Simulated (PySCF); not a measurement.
Species: C₃H₅N₃.
Cartesian coordinates in Å at the PBE0-D3(BJ)/def2-TZVP level; atoms count from 1:
```xyz
11
C3H5N3 angstrom
C     -1.6847   -0.1040   -0.6366
N     -0.3332   -0.0247   -0.1484
N      0.3467   -1.0936    0.2049
C      1.5093   -0.6053    0.6234
C      1.4697    0.7833    0.4997
N      0.2836    1.1250    0.0078
H     -2.3794    0.2844    0.1097
H     -1.9011   -1.1503   -0.8344
H     -1.7750    0.4807   -1.5512
H      2.2925   -1.2562    0.9761
H      2.2137    1.5290    0.7279
```

Computed at PBE0/pcSseg-2 (PySCF, non-relativistic), with Q(14N) = 0.02044 b: N2, 14N (I = 1): χzz = -3.322 MHz, η = 0.481; N3, 14N (I = 1): χzz = -4.984 MHz, η = 0.340.

(1) Find the zero-field quadrupole resonance frequencies of 14N at N2.

(2) Find the zero-field quadrupole resonance frequencies of 14N at N3.

Answers

(1) From ν± = (3/4)|χ|(1 ± η/3) and ν0 = |χ|η/2: ν+ 2.890 MHz, ν− 2.092 MHz, ν0 0.799 MHz (pyrrole-type nitrogen).

(2) From ν± = (3/4)|χ|(1 ± η/3) and ν0 = |χ|η/2: ν+ 4.162 MHz, ν− 3.314 MHz, ν0 0.847 MHz (pyridine-type nitrogen).

In a crystal, neighbours and librations shift these lines. Geometry: PBE0-D3(BJ)/def2-TZVP; no solvent, vibrations or thermal averaging.
